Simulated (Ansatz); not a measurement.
**C2H7S+: basis-set convergence**

Aim: see how fast density functionals and correlated methods converge with the basis set for C2H7S+.

Method: one geometry, several basis sets; program: Ansatz 0.2.0, Gaussian basis.

Levels to be run: PBE0-D4/def2-SVP; ωB97M-V/def2-SVP; PBE0-D4/def2-QZVPP; ωB97M-V/def2-QZVPP; CCSD(T)/cc-pV(D+d)Z; CCSD(T)/cc-pV(T+d)Z; CCSD(T)/cc-pV(Q+d)Z; the functionals' def2-TZVPP values are taken from earlier runs.

**1. Structure used throughout**

The geometry comes from an earlier relaxation with PBE0-D4 in a triple-zeta def2 set; it is a stationary point, not always the lowest conformer.

SMILES `C[SH+]C`, 10 atoms, charge 1, spin multiplicity 1.

Atoms are counted from 1 here; the program's logs count them from 0.

Bond lengths: C1–S2 1.793 Å, C1–H4 1.091 Å, C1–H5 1.088 Å, C1–H6 1.090 Å, S2–C3 1.793 Å, S2–H7 1.350 Å, C3–H8 1.090 Å, C3–H9 1.091 Å, C3–H10 1.088 Å. Angles: S2–C1–H4 107.0°, S2–C1–H5 110.9°, S2–C1–H6 106.6°, H4–C1–H5 111.5°, H4–C1–H6 109.4°, H5–C1–H6 111.3°, C1–S2–C3 104.3°, C1–S2–H7 99.1°, C3–S2–H7 99.1°, S2–C3–H8 106.6°, S2–C3–H9 106.9°, S2–C3–H10 110.9°, H8–C3–H9 109.4°, H8–C3–H10 111.3°, H9–C3–H10 111.5°.

**2. PBE0-D4 in def2-SVP**

in.yaml reads:

```yaml
crystal:
  periodic: [false, false, false]
  atoms:
    - {symbol: C, position_ang: [-1.166034, 0.673816, -0.471616]}
    - {symbol: S, position_ang: [-0.224555, -0.850736, -0.409729]}
    - {symbol: C, position_ang: [1.070239, -0.522061, 0.786102]}
    - {symbol: H, position_ang: [-1.869232, 0.579977, -1.299817]}
    - {symbol: H, position_ang: [-0.508991, 1.531481, -0.602238]}
    - {symbol: H, position_ang: [-1.717779, 0.736599, 0.466770]}
    - {symbol: H, position_ang: [0.490906, -0.707251, -1.545309]}
    - {symbol: H, position_ang: [0.590711, -0.499435, 1.765101]}
    - {symbol: H, position_ang: [1.764263, -1.362059, 0.741994]}
    - {symbol: H, position_ang: [1.570482, 0.419678, 0.568743]}
basis:
  gaussian: {orbitals: def2-SVP}
total_charge: 1
hamiltonian: {xc: pbe0, dispersion: d4}
output: {orbitals: {seedname: orbitals}}
```

Command:

```console
$ ansatz run in.yaml --threads 2 --pin off --events-out ev --progress --plain --max-ram 32768MiB --backend cuda --devices 0, --max-vram 18GiB
```

The runs that follow: ωB97M-V in def2-SVP; PBE0-D4 in def2-QZVPP; ωB97M-V in def2-QZVPP; CCSD(T) in cc-pV(D+d)Z; CCSD(T) in cc-pV(T+d)Z; CCSD(T) in cc-pV(Q+d)Z.

**Question.** What will the summary of the whole plan be? Wanted: MP2 correlation recovered, cc-pV(D+d)Z; MP2 correlation recovered, cc-pV(T+d)Z; MP2 correlation recovered, cc-pV(Q+d)Z; CCSD(T) limit from def2 sets; PBE0-D4: double and triple zeta above quadruple; ωB97M-V: double and triple zeta above quadruple.

As calculated:

```
                                                                 quantity          value
                                   MP2 correlation recovered, cc-pV(D+d)Z         72.0 %
                                   MP2 correlation recovered, cc-pV(T+d)Z         89.4 %
                                   MP2 correlation recovered, cc-pV(Q+d)Z         95.6 %
CCSD(T) limit from def2 sets (earlier runs) less the limit of this series        -55 meV
                          PBE0-D4: double and triple zeta above quadruple  6.86, 0.47 eV
                          ωB97M-V: double and triple zeta above quadruple  7.01, 0.46 eV
```

PBE0-D4 gains 6.39 eV from double to triple zeta, then 0.47 eV more. Correlation climbs from 72 % (cc-pV(D+d)Z) to 96 % (cc-pV(Q+d)Z) of the limit; Hartree-Fock is 0.075 eV from its own by then. A limit from the def2 sets, made apart, differs by 55 meV, a least measure of the doubt on such a limit. These are total energies; as a rule much of such shifts cancels in differences, which this series doesn't test.
